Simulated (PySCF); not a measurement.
**Question.** What does the PBE0/def2-SVPD structure of InChI=1S/C2H2N2S/c1-3-4-2-5-1/h1-2H look like in three dimensions?

**Answer.** 
```
atom  x, y, z in Å
C1     0.9102    0.2060    0.0651
N2     0.4625   -0.8465    0.6757
N3    -0.8834   -0.8839    0.7418
C4    -1.4466    0.1401    0.1806
S5    -0.3290    1.2700   -0.4947
H6     1.9693    0.4094   -0.0858
H7    -2.5251    0.2835    0.1357
```

Any rigid rotation of these coordinates is as good. Atoms count from 1 in this order. N2 (pyridine-type nitrogen) is bent (angle 113.0°). The 5-membered ring C1–N2–N3–C4–S5 has internal angles of 86.2° to 113.9° (sum 540°, against 540° for a flat polygon); it is planar, 0.00 Å rms from its mean plane, widest ring torsion 0°. The 5 heavy atoms lie in one plane (0.000 Å rms).

Bonds between heavy atoms (Å): C1–N2 1.297, N2–N3 1.348, N3–C4 1.296, C4–S5 1.727, C1–S5 1.727.

Method: PBE0/def2-SVPD geometry optimisation, gas phase (PySCF 2.14.0).

Point group: C2v (every atom within 0.08 Å of its image). PBE0/def2-SVPD frequencies: not computed here.
